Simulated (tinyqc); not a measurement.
UKS/PBE0 in the sto-3g basis, for H2O+, spin multiplicity 2, step by step (part 1 of 3). Computed by tinyqc, a small Python program that keeps every step (integrals from PySCF). Settings: charge = 1, multiplicity = 2, basis = sto-3g, energy threshold = 1e-10, iteration cap = 85, orthogonalisation = symmetric, start = Wolfsberg-Helmholz matrix, DIIS depth = 0, method = UKS, functional = pbe0, grid = [40, 50]. Command: `OMP_NUM_THREADS=1 python tinyqc.py 22634 22635 out.jsonl` (the two numbers bound the seeds that draw the settings). One thread of a shared host (Intel(R) Xeon(R) Processor @ 2.60GHz), about 5 s of CPU time with the checks. Later iterations appear only in the table of the cycle.

## One-electron integrals

Geometry (angstrom):
```
atom         x          y         z
O     0.000000   0.000000  0.000000
H     0.000000   1.130000  0.791000
H     0.000000  -1.176000  0.824000
```

Basis sto-3g: exponents (1/bohr^2) and contraction coefficients of normalised primitives:
```
element  l (shell)    exponent  coefficient
O            s (1)  130.709320     0.154329
O            s (1)   23.808861     0.535328
O            s (1)    6.443608     0.444635
O            s (2)    5.033151    -0.099967
O            s (2)    1.169596     0.399513
O            s (2)    0.380389     0.700115
O            p (3)    5.033151     0.155916
O            p (3)    1.169596     0.607684
O            p (3)    0.380389     0.391957
H            s (1)    3.425251     0.154329
H            s (1)    0.623914     0.535328
H            s (1)    0.168855     0.444635
```

Overlap, kinetic and nuclear-attraction integrals over the contracted functions; the nuclear repulsion is the sum of Za Zb / Rab.

nuclear repulsion = 6.24678040 hartree

overlap S:
```
           1O 1s     1O 2s    1O 2px     1O 2py    1O 2pz     2H 1s      3H 1s
1O 1s   1.000000  0.236704  0.000000   0.000000  0.000000  0.020096   0.017712
1O 2s   0.236704  1.000000  0.000000   0.000000  0.000000  0.245729   0.222740
1O 2px  0.000000  0.000000  1.000000   0.000000  0.000000  0.000000   0.000000
1O 2py  0.000000  0.000000  0.000000   1.000000  0.000000  0.194003  -0.178370
1O 2pz  0.000000  0.000000  0.000000   0.000000  1.000000  0.135802   0.124980
2H 1s   0.020096  0.245729  0.000000   0.194003  0.135802  1.000000   0.070587
3H 1s   0.017712  0.222740  0.000000  -0.178370  0.124980  0.070587   1.000000
```

kinetic energy T (hartree):
```
            1O 1s      1O 2s    1O 2px     1O 2py    1O 2pz      2H 1s      3H 1s
1O 1s   29.003200  -0.168011  0.000000   0.000000  0.000000  -0.006439  -0.005532
1O 2s   -0.168011   0.808128  0.000000   0.000000  0.000000   0.006610  -0.000357
1O 2px   0.000000   0.000000  2.528731   0.000000  0.000000   0.000000   0.000000
1O 2py   0.000000   0.000000  0.000000   2.528731  0.000000   0.053459  -0.041030
1O 2pz   0.000000   0.000000  0.000000   0.000000  2.528731   0.037421   0.028749
2H 1s   -0.006439   0.006610  0.000000   0.053459  0.037421   0.760032  -0.011434
3H 1s   -0.005532  -0.000357  0.000000  -0.041030  0.028749  -0.011434   0.760032
```

nuclear attraction V (hartree):
```
             1O 1s      1O 2s     1O 2px     1O 2py     1O 2pz      2H 1s      3H 1s
1O 1s   -61.370621  -7.361120   0.000000  -0.000475  -0.008245  -0.638595  -0.562977
1O 2s    -7.361120  -9.803691   0.000000  -0.005834  -0.103598  -1.722848  -1.541639
1O 2px    0.000000   0.000000  -9.699998   0.000000   0.000000   0.000000   0.000000
1O 2py   -0.000475  -0.005834   0.000000  -9.762436  -0.002483  -1.173175   1.058342
1O 2pz   -0.008245  -0.103598   0.000000  -0.002483  -9.730620  -0.838496  -0.758088
2H 1s    -0.638595  -1.722848   0.000000  -1.173175  -0.838496  -4.504539  -0.357449
3H 1s    -0.562977  -1.541639   0.000000   1.058342  -0.758088  -0.357449  -4.388542
```

core Hamiltonian H = T + V (hartree):
```
             1O 1s      1O 2s     1O 2px     1O 2py     1O 2pz      2H 1s      3H 1s
1O 1s   -32.367421  -7.529131   0.000000  -0.000475  -0.008245  -0.645033  -0.568508
1O 2s    -7.529131  -8.995563   0.000000  -0.005834  -0.103598  -1.716238  -1.541997
1O 2px    0.000000   0.000000  -7.171267   0.000000   0.000000   0.000000   0.000000
1O 2py   -0.000475  -0.005834   0.000000  -7.233705  -0.002483  -1.119715   1.017312
1O 2pz   -0.008245  -0.103598   0.000000  -0.002483  -7.201889  -0.801075  -0.729339
2H 1s    -0.645033  -1.716238   0.000000  -1.119715  -0.801075  -3.744508  -0.368883
3H 1s    -0.568508  -1.541997   0.000000   1.017312  -0.729339  -0.368883  -3.628510
```

## Two-electron integrals

Functions are numbered as in S; the eight-fold symmetry (ij|kl) = (ji|kl) = (kl|ij) leaves the list below.

Two-electron integrals (ij|kl) in chemists' order, unique and non-zero (hartree):
```
(11|11) 4.785065    (21|11) 0.741380    (21|21) 0.136873    (22|11) 1.118947
(22|21) 0.256633    (22|22) 0.817206    (31|31) 0.024477    (32|31) 0.037809
(32|32) 0.180518    (33|11) 1.115814    (33|21) 0.256684    (33|22) 0.817023
(33|33) 0.880159    (41|41) 0.024477    (42|41) 0.037809    (42|42) 0.180518
(43|43) 0.047444    (44|11) 1.115814    (44|21) 0.256684    (44|22) 0.817023
(44|33) 0.785270    (44|44) 0.880159    (51|51) 0.024477    (52|51) 0.037809
(52|52) 0.180518    (53|53) 0.047444    (54|54) 0.047444    (55|11) 1.115814
(55|21) 0.256684    (55|22) 0.817023    (55|33) 0.785270    (55|44) 0.785270
(55|55) 0.880159    (61|11) 0.063597    (61|21) 0.011656    (61|22) 0.021767
(61|33) 0.021729    (61|41) 0.000410    (61|42) 0.000780    (61|44) 0.021808
(61|51) 0.000287    (61|52) 0.000546    (61|54) 0.000055    (61|55) 0.021768
(61|61) 0.001004    (62|11) 0.184965    (62|21) 0.043089    (62|22) 0.155952
(62|33) 0.153163    (62|41) 0.002604    (62|42) 0.021634    (62|44) 0.158672
(62|51) 0.001823    (62|52) 0.015144    (62|54) 0.003857    (62|55) 0.155862
(62|61) 0.003745    (62|62) 0.039909    (63|31) 0.004119    (63|32) 0.025367
(63|43) 0.004265    (63|53) 0.002985    (63|63) 0.005169    (64|11) 0.120318
(64|21) 0.028355    (64|22) 0.109704    (64|33) 0.105024    (64|41) 0.005575
(64|42) 0.039314    (64|44) 0.117166    (64|51) 0.001019    (64|52) 0.009763
(64|54) 0.005514    (64|55) 0.106794    (64|61) 0.002548    (64|62) 0.034227
(64|64) 0.034232    (65|11) 0.084222    (65|21) 0.019848    (65|22) 0.076793
(65|33) 0.073517    (65|41) 0.001019    (65|42) 0.009763    (65|44) 0.076046
(65|51) 0.004832    (65|52) 0.032201    (65|54) 0.006035    (65|55) 0.080727
(65|61) 0.001784    (65|62) 0.023959    (65|64) 0.020344    (65|65) 0.019410
(66|11) 0.380960    (66|21) 0.090112    (66|22) 0.376037    (66|33) 0.363401
(66|41) 0.005815    (66|42) 0.068939    (66|44) 0.388608    (66|51) 0.004071
(66|52) 0.048257    (66|54) 0.017644    (66|55) 0.375752    (66|61) 0.007855
(66|62) 0.132558    (66|64) 0.130402    (66|65) 0.091281    (66|66) 0.774606
(71|11) 0.056064    (71|21) 0.010275    (71|22) 0.019185    (71|33) 0.019153
(71|41) -0.000357   (71|42) -0.000679   (71|44) 0.019220    (71|51) 0.000250
(71|52) 0.000476    (71|54) -0.000046   (71|55) 0.019186    (71|61) 0.000872
(71|62) 0.003197    (71|64) 0.002030    (71|65) 0.001525    (71|66) 0.006682
(71|71) 0.000780    (72|11) 0.165600    (72|21) 0.038587    (72|22) 0.140012
(72|33) 0.137522    (72|41) -0.002320   (72|42) -0.019445   (72|44) 0.142437
(72|51) 0.001625    (72|52) 0.013625    (72|54) -0.003444   (72|55) 0.139935
(72|61) 0.003248    (72|62) 0.027128    (72|64) 0.016523    (72|65) 0.015802
(72|66) 0.070525    (72|71) 0.002955    (72|72) 0.032475    (73|31) 0.003658
(73|32) 0.022649    (73|43) -0.003818   (73|53) 0.002675    (73|63) 0.003327
(73|73) 0.004173    (74|11) -0.108770   (74|21) -0.025637   (74|22) -0.099476
(74|33) -0.095282   (74|41) 0.004955    (74|42) 0.035204    (74|44) -0.106158
(74|51) -0.000908   (74|52) -0.008797   (74|54) 0.004945    (74|55) -0.096873
(74|61) -0.002083   (74|62) -0.016751   (74|64) -0.007275   (74|65) -0.009613
(74|66) -0.042286   (74|71) -0.002027   (74|72) -0.028144   (74|74) 0.028327
(75|11) 0.076213    (75|21) 0.017964    (75|22) 0.069701    (75|33) 0.066762
(75|41) -0.000908   (75|42) -0.008797   (75|44) 0.069033    (75|51) 0.004295
(75|52) 0.028813    (75|54) -0.005408   (75|55) 0.073227    (75|61) 0.001566
(75|62) 0.015938    (75|64) 0.009591    (75|65) 0.012466    (75|66) 0.044751
(75|71) 0.001421    (75|72) 0.019720    (75|74) -0.016924   (75|75) 0.016032
(76|11) 0.035857    (76|21) 0.008437    (76|22) 0.033443    (76|33) 0.032702
(76|41) -0.000005   (76|42) -0.000073   (76|44) 0.033334    (76|51) 0.000551
(76|52) 0.005613    (76|54) -0.000013   (76|55) 0.034257    (76|61) 0.000725
(76|62) 0.008504    (76|64) 0.006427    (76|65) 0.005799    (76|66) 0.030533
(76|71) 0.000639    (76|72) 0.007747    (76|74) -0.005967   (76|75) 0.005341
(76|76) 0.002458    (77|11) 0.366482    (77|21) 0.086699    (77|22) 0.362623
(77|33) 0.350940    (77|41) -0.005413   (77|42) -0.064821   (77|44) 0.374245
(77|51) 0.003793    (77|52) 0.045419    (77|54) -0.016329   (77|55) 0.362381
(77|61) 0.007296    (77|62) 0.075866    (77|64) 0.045101    (77|65) 0.047571
(77|66) 0.229216    (77|71) 0.006653    (77|72) 0.117016    (77|74) -0.116555
(77|75) 0.081668    (77|76) 0.030533    (77|77) 0.774606
```

## Orthogonalisation

S = U s U^T; symmetric (Loewdin) form X = U s^(-1/2) U^T, so that X^T S X = 1.

eigenvalues of S: 0.598462  0.700724  0.897316  1.000000  1.097509  1.229669  1.476320

X:
```
            1O 1s      1O 2s    1O 2px     1O 2py     1O 2pz      2H 1s      3H 1s
1O 1s    1.022665  -0.128208  0.000000  -0.000398  -0.002979   0.013222   0.011968
1O 2s   -0.128208   1.067635  0.000000   0.003617   0.024782  -0.132006  -0.117263
1O 2px   0.000000   0.000000  1.000000   0.000000   0.000000   0.000000   0.000000
1O 2py  -0.000398   0.003617  0.000000   1.029304   0.001810  -0.108012   0.098511
1O 2pz  -0.002979   0.024782  0.000000   0.001810   1.013434  -0.071352  -0.064396
2H 1s    0.013222  -0.132006  0.000000  -0.108012  -0.071352   1.048962  -0.023920
3H 1s    0.011968  -0.117263  0.000000   0.098511  -0.064396  -0.023920   1.040286
```

## Starting guess

The start is the generalised Wolfsberg-Helmholz matrix (K = 1.75) built on H; D(s) = C_occ C_occ^T for each spin.

D(alpha) at the start:
```
            1O 1s      1O 2s    1O 2px     1O 2py     1O 2pz      2H 1s      3H 1s
1O 1s    1.045850  -0.195553  0.000000   0.003644   0.023900  -0.053437  -0.047165
1O 2s   -0.195553   0.846449  0.000000  -0.013823  -0.088459   0.162176   0.143235
1O 2px   0.000000   0.000000  1.000000   0.000000   0.000000   0.000000   0.000000
1O 2py   0.003644  -0.013823  0.000000   0.900051  -0.005442   0.106668  -0.101254
1O 2pz   0.023900  -0.088459  0.000000  -0.005442   0.964402   0.053848   0.047422
2H 1s   -0.053437   0.162176  0.000000   0.106668   0.053848   0.049990   0.020281
3H 1s   -0.047165   0.143235  0.000000  -0.101254   0.047422   0.020281   0.039292
```

D(beta) at the start:
```
            1O 1s      1O 2s    1O 2px     1O 2py     1O 2pz      2H 1s      3H 1s
1O 1s    1.045850  -0.195553  0.000000   0.003644   0.023900  -0.053437  -0.047165
1O 2s   -0.195553   0.846449  0.000000  -0.013823  -0.088459   0.162176   0.143235
1O 2px   0.000000   0.000000  0.000000   0.000000   0.000000   0.000000   0.000000
1O 2py   0.003644  -0.013823  0.000000   0.900051  -0.005442   0.106668  -0.101254
1O 2pz   0.023900  -0.088459  0.000000  -0.005442   0.964402   0.053848   0.047422
2H 1s   -0.053437   0.162176  0.000000   0.106668   0.053848   0.049990   0.020281
3H 1s   -0.047165   0.143235  0.000000  -0.101254   0.047422   0.020281   0.039292
```

## Iteration 1: exchange-correlation on the grid

Becke grid with 40 radial and 50 angular points per atom, points of zero weight dropped. rho = sum D_ij phi_i phi_j; V_xc,ij = sum w v_xc phi_i phi_j plus the gradient terms; v_xc is d(rho eps)/d rho(s) for spin s at fixed gradient. Exact exchange is left to K.

The 16 grid points with the largest w rho, of 5988 (bohr, atomic units):
```
x                  y          z         w  rho(alpha)  rho(beta)     eps_xc  v_xc(alpha)
0.000000   -0.798597  -0.798597  0.059835    0.194354   0.194354  -0.470156    -0.592470
0.000000    0.798597  -0.798597  0.059826    0.193180   0.193180  -0.469281    -0.591367
0.000000   -0.687587  -0.687587  0.039897    0.285278   0.285278  -0.525850    -0.678261
0.000000    0.687587  -0.687587  0.039895    0.283368   0.283368  -0.524765    -0.676851
0.000000   -0.921835  -0.921835  0.088323    0.118583   0.118583  -0.410141    -0.493689
0.000000   -0.687587   0.687587  0.038732    0.269994   0.269994  -0.516662    -0.668453
0.000000    0.921835  -0.921835  0.088295    0.117947   0.117947  -0.409471    -0.492861
0.000000   -0.798597   0.798597  0.054877    0.189140   0.189140  -0.465025    -0.591467
0.340523   -0.340523  -1.021569  0.053490    0.199811   0.186210  -0.469552    -0.596152
-0.340523  -0.340523  -1.021569  0.053490    0.199811   0.186210  -0.469552    -0.596152
0.340523    0.340523  -1.021569  0.053490    0.199435   0.185834  -0.469272    -0.595802
-0.340523   0.340523  -1.021569  0.053490    0.199435   0.185834  -0.469272    -0.595802
0.000000    0.687587   0.687587  0.038295    0.266646   0.266646  -0.514592    -0.666346
0.293188   -0.293188  -0.879565  0.035658    0.293648   0.273886  -0.525361    -0.682927
-0.293188  -0.293188  -0.879565  0.035658    0.293648   0.273886  -0.525361    -0.682927
0.293188    0.293188  -0.879565  0.035658    0.293036   0.273274  -0.525014    -0.682481
```

electrons on the grid, sum of w rho = 9.000047

E_xc = sum of w rho eps_xc = -6.82315250 hartree

V_xc(alpha) (hartree):
```
            1O 1s      1O 2s     1O 2px     1O 2py     1O 2pz      2H 1s      3H 1s
1O 1s   -2.326520  -0.321717   0.000000   0.000112   0.000749  -0.027814  -0.024527
1O 2s   -0.321717  -0.630009   0.000000   0.000558   0.003651  -0.107482  -0.095494
1O 2px   0.000000   0.000000  -0.625481   0.000000   0.000000   0.000000   0.000000
1O 2py   0.000112   0.000558   0.000000  -0.624739  -0.000021  -0.072307   0.064383
1O 2pz   0.000749   0.003651   0.000000  -0.000021  -0.626224  -0.050471  -0.044947
2H 1s   -0.027814  -0.107482   0.000000  -0.072307  -0.050471  -0.230271  -0.019186
3H 1s   -0.024527  -0.095494   0.000000   0.064383  -0.044947  -0.019186  -0.213651
```

V_xc(beta) (hartree):
```
            1O 1s      1O 2s     1O 2px     1O 2py     1O 2pz      2H 1s      3H 1s
1O 1s   -2.315418  -0.313072   0.000000   0.000125   0.000831  -0.027134  -0.023927
1O 2s   -0.313072  -0.580886   0.000000   0.000672   0.004359  -0.101706  -0.090351
1O 2px   0.000000   0.000000  -0.517520   0.000000   0.000000   0.000000   0.000000
1O 2py   0.000125   0.000672   0.000000  -0.604815  -0.000013  -0.070846   0.063086
1O 2pz   0.000831   0.004359   0.000000  -0.000013  -0.606377  -0.049400  -0.043983
2H 1s   -0.027134  -0.101706   0.000000  -0.070846  -0.049400  -0.229174  -0.018491
3H 1s   -0.023927  -0.090351   0.000000   0.063086  -0.043983  -0.018491  -0.212760
```

## Iteration 1: building the Kohn-Sham matrix

J_ij = sum D_kl (ij|kl) with D = D(alpha) + D(beta), K_ij = sum D_kl (ik|jl) for each spin; F = H + J - 0.25 K(s) + V_xc; E = tr D H + tr D J / 2 - 0.125 sum_s tr D(s) K(s) + E_xc + E_nn.

Coulomb J (hartree):
```
            1O 1s      1O 2s    1O 2px     1O 2py     1O 2pz     2H 1s      3H 1s
1O 1s   16.988320   3.184270  0.000000  -0.000819  -0.005625  0.271464   0.239319
1O 2s    3.184270   7.745605  0.000000  -0.001832  -0.013857  1.439694   1.290932
1O 2px   0.000000   0.000000  7.673014   0.000000   0.000000  0.000000   0.000000
1O 2py  -0.000819  -0.001832  0.000000   7.770259   0.000596  1.003158  -0.907936
1O 2pz  -0.005625  -0.013857  0.000000   0.000596   7.770705  0.701551   0.635467
2H 1s    0.271464   1.439694  0.000000   1.003158   0.701551  3.452156   0.304622
3H 1s    0.239319   1.290932  0.000000  -0.907936   0.635467  0.304622   3.316266
```

exchange K(alpha) (hartree):
```
           1O 1s      1O 2s    1O 2px     1O 2py     1O 2pz     2H 1s      3H 1s
1O 1s   4.895440   0.856638  0.000000   0.000268   0.001994  0.074849   0.066060
1O 2s   0.856638   1.349883  0.000000  -0.004900  -0.033002  0.307202   0.274949
1O 2px  0.000000   0.000000  1.148976   0.000000   0.000000  0.000000   0.000000
1O 2py  0.000268  -0.004900  0.000000   1.120859  -0.001123  0.192944  -0.175450
1O 2pz  0.001994  -0.033002  0.000000  -0.001123   1.140491  0.128419   0.115305
2H 1s   0.074849   0.307202  0.000000   0.192944   0.128419  0.204243   0.057576
3H 1s   0.066060   0.274949  0.000000  -0.175450   0.115305  0.057576   0.167591
```

exchange K(beta) (hartree):
```
           1O 1s      1O 2s    1O 2px     1O 2py     1O 2pz     2H 1s      3H 1s
1O 1s   4.870963   0.818829  0.000000   0.000268   0.001994  0.070730   0.062401
1O 2s   0.818829   1.169365  0.000000  -0.004900  -0.033002  0.281835   0.252300
1O 2px  0.000000   0.000000  0.268817   0.000000   0.000000  0.000000   0.000000
1O 2py  0.000268  -0.004900  0.000000   1.073414  -0.001123  0.188679  -0.171632
1O 2pz  0.001994  -0.033002  0.000000  -0.001123   1.093046  0.125434   0.112630
2H 1s   0.070730   0.281835  0.000000   0.188679   0.125434  0.199074   0.054249
3H 1s   0.062401   0.252300  0.000000  -0.171632   0.112630  0.054249   0.163418
```

F(alpha) (hartree):
```
             1O 1s      1O 2s     1O 2px     1O 2py     1O 2pz      2H 1s      3H 1s
1O 1s   -18.929481  -4.880738   0.000000  -0.001249  -0.013619  -0.420096  -0.370232
1O 2s    -4.880738  -2.217438   0.000000  -0.005882  -0.105553  -0.460827  -0.415297
1O 2px    0.000000   0.000000  -0.410978   0.000000   0.000000   0.000000   0.000000
1O 2py   -0.001249  -0.005882   0.000000  -0.368400  -0.001627  -0.237100   0.217622
1O 2pz   -0.013619  -0.105553   0.000000  -0.001627  -0.342530  -0.182100  -0.167645
2H 1s    -0.420096  -0.460827   0.000000  -0.237100  -0.182100  -0.573683  -0.097841
3H 1s    -0.370232  -0.415297   0.000000   0.217622  -0.167645  -0.097841  -0.567792
```

F(beta) (hartree):
```
             1O 1s      1O 2s     1O 2px     1O 2py     1O 2pz      2H 1s      3H 1s
1O 1s   -18.912259  -4.862640   0.000000  -0.001236  -0.013538  -0.418386  -0.368717
1O 2s    -4.862640  -2.123184   0.000000  -0.005769  -0.104845  -0.448709  -0.404491
1O 2px    0.000000   0.000000  -0.082976   0.000000   0.000000   0.000000   0.000000
1O 2py   -0.001236  -0.005769   0.000000  -0.336614  -0.001619  -0.234573   0.215371
1O 2pz   -0.013538  -0.104845   0.000000  -0.001619  -0.310822  -0.180283  -0.166012
2H 1s    -0.418386  -0.448709   0.000000  -0.234573  -0.180283  -0.571294  -0.096314
3H 1s    -0.368717  -0.404491   0.000000   0.215371  -0.166012  -0.096314  -0.565859
```

total energy of this density = -74.46083299 hartree
